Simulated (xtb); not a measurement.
xtb input (GFN1-xTB):

```bash
xtb mol.xyz --gfn 1 --sp --chrg -1 --uhf 0
```
mol.xyz:
```
10

N      0.01661981    -0.02999986     1.39162225
C     -0.01543844    -0.07018388    -1.37864102
C     -0.00321387     1.11294563     0.70125942
C      0.01978865    -1.16819845     0.66438837
C      0.00495939    -1.32735553    -0.74026160
C     -0.01980593     1.14405432    -0.68702450
H     -0.02881825    -0.01569131    -2.47237714
H     -0.00590766     2.03625053     1.28067660
H      0.03638505    -2.06029569     1.29842183
H     -0.03573655     2.10216299    -1.20640101
```

End of the output:

```
         :::::::::::::::::::::::::::::::::::::::::::::::::::::
         ::                     SUMMARY                     ::
         :::::::::::::::::::::::::::::::::::::::::::::::::::::
         :: total energy             -16.030802325578 Eh    ::
         :: gradient norm              0.020821842716 Eh/a0 ::
         :: HOMO-LUMO gap              2.081803756733 eV    ::
         ::.................................................::
         :: SCC energy               -16.256525426093 Eh    ::
         :: -> electrostatic           0.132077502308 Eh    ::
         :: repulsion energy           0.229504788170 Eh    ::
         :: dispersion energy         -0.003781687656 Eh    ::
         :: halogen bond corr.         0.000000000000 Eh    ::
         :: add. restraining           0.000000000000 Eh    ::
         :: total charge              -1.000000000000 e     ::
         :::::::::::::::::::::::::::::::::::::::::::::::::::::

           -------------------------------------------------
          |                Property Printout                |
           -------------------------------------------------

    * Orbital Energies and Occupations

         #    Occupation            Energy/Eh            Energy/eV
      -------------------------------------------------------------
         1        2.0000           -0.5319298             -14.4745
       ...           ...                  ...                  ...
         3        2.0000           -0.4171195             -11.3504
         4        2.0000           -0.3900090             -10.6127
         5        2.0000           -0.3781983             -10.2913
         6        2.0000           -0.3604937              -9.8095
         7        2.0000           -0.3179170              -8.6510
         8        2.0000           -0.3110730              -8.4647
         9        2.0000           -0.2924897              -7.9591
        10        2.0000           -0.2856352              -7.7725
        11        2.0000           -0.2603830              -7.0854
        12        2.0000           -0.2218372              -6.0365
        13        2.0000           -0.1976533              -5.3784
        14        2.0000           -0.1968699              -5.3571
        15        2.0000           -0.1244990              -3.3878 (HOMO)
        16                         -0.0479941              -1.3060 (LUMO)
Note: The following floating-point exceptions are signalling: IEEE_DENORMAL
normal termination of xtb
        17                         -0.0299162              -0.8141
        18                          0.0803455               2.1863
        19                          0.0845419               2.3005
        20                          0.0937883               2.5521
        21                          0.1138237               3.0973
        22                          0.1241364               3.3779
        23                          0.3874253              10.5424
        24                          0.4290339              11.6746
        25                          0.4669633              12.7067
        26                          0.4818517              13.1119
       ...                                ...                  ...
        32                          0.7861302              21.3917
      -------------------------------------------------------------
                  HL-Gap            0.0765049 Eh            2.0818 eV
             Fermi-level           -0.0862465 Eh           -2.3469 eV

  Mulliken/CM5 charges         n(s)   n(p)   n(d)
     1N    -0.42806 -0.61734   1.569  3.859  0.000
     2C     0.02718 -0.02139   1.054  2.919  0.000
     3C     0.10129  0.12530   1.006  2.892  0.000
     4C     0.16535  0.19051   1.030  2.805  0.000
     5C    -0.52030 -0.52280   1.371  3.149  0.000
     6C    -0.11241 -0.16168   1.056  3.056  0.000
     7H    -0.06673 -0.01212   1.067  0.000  0.000
     8H    -0.05354  0.01139   1.054  0.000  0.000
     9H    -0.07414 -0.00846   1.074  0.000  0.000
    10H    -0.03865  0.01658   1.039  0.000  0.000

Wiberg/Mayer (AO) data.
largest (>0.10) Wiberg bond orders for each atom

 ---------------------------------------------------------------------------
     #   Z sym  total        # sym  WBO       # sym  WBO       # sym  WBO
 ---------------------------------------------------------------------------
     1   7 N    3.005 --     3 C    1.406     4 C    1.389     2 C    0.102
     2   6 C    3.982 --     6 C    1.422     5 C    1.416     7 H    0.975
                             1 N    0.102
     3   6 C    3.978 --     6 C    1.439     1 N    1.406     8 H    0.973
                             5 C    0.118
     4   6 C    3.950 --     5 C    1.409     1 N    1.389     9 H    0.976
     5   6 C    3.065 --     2 C    1.416     4 C    1.409     3 C    0.118
     6   6 C    3.985 --     3 C    1.439     2 C    1.422    10 H    0.975
     7   1 H    1.034 --     2 C    0.975
     8   1 H    1.021 --     3 C    0.973
     9   1 H    1.044 --     4 C    0.976
    10   1 H    1.009 --     6 C    0.975
 ---------------------------------------------------------------------------

Topologies differ in total number of bonds
Writing topology from bond orders to xtbtopo.mol

 dipole moment from electron density (au)
     X       Y       Z
  -0.0159   1.7126   0.1429  total (Debye):    4.368

           -------------------------------------------------
          | TOTAL ENERGY              -16.030802325578 Eh   |
          | GRADIENT NORM               0.020821842716 Eh/α |
          | HOMO-LUMO GAP               2.081803756733 eV   |
           -------------------------------------------------

------------------------------------------------------------------------
------------------------------------------------------------------------
 total:
 SCF:
```

It need not be the lowest isomer of its formula. Whether it binds its extra electron was not tested at this geometry.
